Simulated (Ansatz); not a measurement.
The input (input.yaml):

```yaml
crystal:
  periodic: [false, false, false]
  atoms:
    - { symbol: Al, position_ang: [-0.049159, -0.118328, 0.217045] }
    - { symbol: O, position_ang: [-0.067685, -0.573074, 1.867281] }
    - { symbol: H, position_ang: [-0.855893, -0.71533, 2.393764] }
    - { symbol: H, position_ang: [1.374588, -0.084227, -0.468828] }
    - { symbol: H, position_ang: [-1.414204, 0.09299, -0.56948] }
    - { symbol: H, position_ang: [0.13224, 2.258863, 0.500772] }
    - { symbol: H, position_ang: [0.118613, 1.986408, 1.215346] }
basis:
  gaussian: { orbitals: def2-SVP }
hamiltonian:
  xc: pbe0
neb:
  order_check: false
  images: 9
  f_tol: 0.03
  max_iterations: 10
  final_atoms:
    - { symbol: Al, position_ang: [0.03148056, 0.47784399, -0.14541463] }
    - { symbol: O, position_ang: [-0.03569789, 0.14691303, 1.86406028] }
    - { symbol: H, position_ang: [-0.8315098, -0.3202341, 2.15108625] }
    - { symbol: H, position_ang: [1.36564325, -0.27422297, -0.59539016] }
    - { symbol: H, position_ang: [-1.38037805, -0.21928715, -0.46571136] }
    - { symbol: H, position_ang: [0.0640936, 2.08114902, -0.04321995] }
    - { symbol: H, position_ang: [0.02486833, 0.95514018, 2.39048956] }
  initial_path:
    images:
      - { positions_ang: [[-0.049159, -0.118328, 0.217045], [-0.067685, -0.573074, 1.867281], [-0.855893, -0.71533, 2.393764], [1.374588, -0.084227, -0.468828], [-1.414204, 0.09299, -0.56948], [0.13224, 2.258863, 0.500772], [0.118613, 1.986408, 1.215346]] }
      - { positions_ang: [[-0.03880701, -0.08968699, 0.17107248], [-0.05404609, -0.46745421, 1.91703193], [-0.86631668, -0.64055309, 2.40355058], [1.37054074, -0.05605149, -0.53323585], [-1.40088683, 0.08324457, -0.61436962], [0.12124796, 2.16072212, 0.52687207], [0.10676791, 1.85708109, 1.28497841]] }
      - { positions_ang: [[-0.02845503, -0.06104598, 0.12509995], [-0.04040717, -0.36183442, 1.96678287], [-0.87674036, -0.56577619, 2.41333717], [1.36649349, -0.02787597, -0.5976437], [-1.38756966, 0.07349913, -0.65925925], [0.11025592, 2.06258125, 0.55297215], [0.09492282, 1.72775418, 1.35461082]] }
      - { positions_ang: [[-0.01810304, -0.03240497, 0.07912743], [-0.02676826, -0.25621463, 2.0165338], [-0.88716404, -0.49099928, 2.42312375], [1.36244623, 0.00029954, -0.66205156], [-1.37425249, 0.0637537, -0.70414887], [0.09926387, 1.96444037, 0.57907222], [0.08307772, 1.59842727, 1.42424322]] }
      - { positions_ang: [[-0.00775105, -0.00376395, 0.03315491], [-0.01312935, -0.15059484, 2.06628474], [-0.89758772, -0.41622238, 2.43291033], [1.35839898, 0.02847506, -0.72645941], [-1.36093532, 0.05400827, -0.7490385], [0.08827183, 1.86629949, 0.60517229], [0.07123263, 1.46910036, 1.49387563]] }
      - { positions_ang: [[0.00260093, 0.02487706, -0.01281761], [0.00050956, -0.04497505, 2.11603567], [-0.9080114, -0.34144547, 2.44269691], [1.35435172, 0.05665057, -0.79086726], [-1.34761815, 0.04426284, -0.79392812], [0.07727979, 1.76815861, 0.63127237], [0.05938754, 1.33977345, 1.56350804]] }
      - { positions_ang: [[0.00837686, 0.11547044, -0.03933702], [-0.00673193, -0.00659744, 2.06564059], [-0.89271108, -0.3372032, 2.38437478], [1.35661003, -0.00952414, -0.75177184], [-1.35417013, -0.00844716, -0.72828477], [0.07464255, 1.8307567, 0.49637391], [0.0524837, 1.26284679, 1.72890435]] }
      - { positions_ang: [[0.01415278, 0.20606383, -0.06585642], [-0.01397342, 0.03178018, 2.01524551], [-0.87741076, -0.33296092, 2.32605265], [1.35886833, -0.07569884, -0.71267642], [-1.36072211, -0.06115716, -0.66264142], [0.07200531, 1.89335478, 0.36147544], [0.04557986, 1.18592014, 1.89430065]] }
      - { positions_ang: [[0.01992871, 0.29665722, -0.09237582], [-0.02121491, 0.07015779, 1.96485044], [-0.86211044, -0.32871865, 2.26773052], [1.36112664, -0.14187355, -0.673581], [-1.36727409, -0.11386716, -0.59699807], [0.06936807, 1.95595286, 0.22657698], [0.03867602, 1.10899349, 2.05969696]] }
      - { positions_ang: [[0.02570464, 0.3872506, -0.11889523], [-0.0284564, 0.10853541, 1.91445536], [-0.84681012, -0.32447637, 2.20940839], [1.36338494, -0.20804826, -0.63448558], [-1.37382607, -0.16657715, -0.53135471], [0.06673084, 2.01855094, 0.09167852], [0.03177218, 1.03206683, 2.22509326]] }
      - { positions_ang: [[0.03148056, 0.47784399, -0.14541463], [-0.03569789, 0.14691303, 1.86406028], [-0.8315098, -0.3202341, 2.15108625], [1.36564325, -0.27422297, -0.59539016], [-1.38037805, -0.21928715, -0.46571136], [0.0640936, 2.08114902, -0.04321995], [0.02486833, 0.95514018, 2.39048956]] }
```

Command:

```bash
$ ansatz run input.yaml --threads 1 --pin off --max-ram 2048MiB --backend cpu --events-out ev --progress --plain --runs-dir out
```

Hardware: 1 thread of Arm Neoverse V2, on a shared host.

Task: Roughly how long does this run take, and how much memory?

Result: 95 s, with a peak of 0.1 GiB, for 10 band iterations.
